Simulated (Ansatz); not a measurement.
```yaml
crystal:
  periodic: [false, false, false]
  atoms:
    - {symbol: S, position_ang: [0.000000, 0.000000, -2.072841]}
    - {symbol: Si, position_ang: [0.000000, 0.000000, -0.055672]}
    - {symbol: Si, position_ang: [0.000000, 0.000000, 2.128513]}
basis:
  gaussian: {orbitals: def2-TZVP}
hamiltonian: {xc: pbe0}
relax: {f_tol: 0.004, max_steps: 80}
```

```sh
$ ansatz run in.yaml --threads 1 --pin off --events-out ev --progress --plain --max-ram 2176MiB
```

Steps of the relaxation (energy above the last step; positions in Å, forces in eV/Å):

```
3
step 1, 96.0 meV
S     0.000    0.000   -2.073    0.000    0.000    1.833
Si    0.000    0.000   -0.056    0.000    0.000   -2.580
Si    0.000    0.000    2.129    0.000    0.000    0.747
```

```
3
step 2, 8.4 meV
S     0.000    0.000   -2.023    0.000    0.000   -0.626
Si    0.000    0.000   -0.101    0.000    0.000    0.374
Si    0.000    0.000    2.124    0.000    0.000    0.251
```

```
3
step 3, 0.0 meV
S     0.000    0.000   -2.042    0.000    0.000    0.011
Si    0.000    0.000   -0.101    0.000    0.000   -0.011
Si    0.000    0.000    2.143    0.000    0.000    0.000
```

```
3
step 4, 0.0 meV
S     0.000    0.000   -2.042    0.000    0.000    0.000
Si    0.000    0.000   -0.101    0.000    0.000    0.000
Si    0.000    0.000    2.143    0.000    0.000    0.000
```

Close pairs at the end: S1–Si2 1.941 Å, Si2–Si3 2.244 Å.

A stationary point of restricted PBE0 after 4 steps (its stability towards spin polarisation wasn't tested); no frequencies were run, so it isn't proven a minimum. 15 s on 1 thread of Arm Neoverse V1, shared host.
